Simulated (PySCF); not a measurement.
# Nitrogen: a sound run and one with changed settings

Sound run: N [He] 2s2 2p3, N⁺ [He] 2s2 2p2. All numbers are calculated (PySCF 2.14, no relativity, point nucleus, in def2-SVP (3s2p1d, 14 functions)). The sound run starts from symmetry-adapted Hartree-Fock orbitals and uses a fine grid where one is needed.

Changed run: radial step 0.8 in ln r (0.13 in the sound run). This setting is unsound on purpose.

```csv
species,method,sound run (hartree),changed run (hartree),converged
N,UHF,-54.33653,-54.33653,yes
N,r2SCAN,-54.51541,-54.57156,yes
N,M06-2X,-54.52145,-54.52632,yes
N⁺,UHF,-53.82066,-53.82066,yes
N⁺,r2SCAN,-53.96899,-54.01631,yes
N⁺,M06-2X,-53.98439,-53.97031,yes
```

Ionisation energy of N:

```tsv
method	sound run (eV)	changed run (eV)
UHF	14.038	14.038
r2SCAN	14.869	15.109
M06-2X	14.614	15.130
```

A coarse radial grid mis-integrates the density and the exchange-correlation energy, with errors of either sign; Hartree-Fock needs no grid.

For comparison, NIST gives 14.534 eV between the lowest levels.
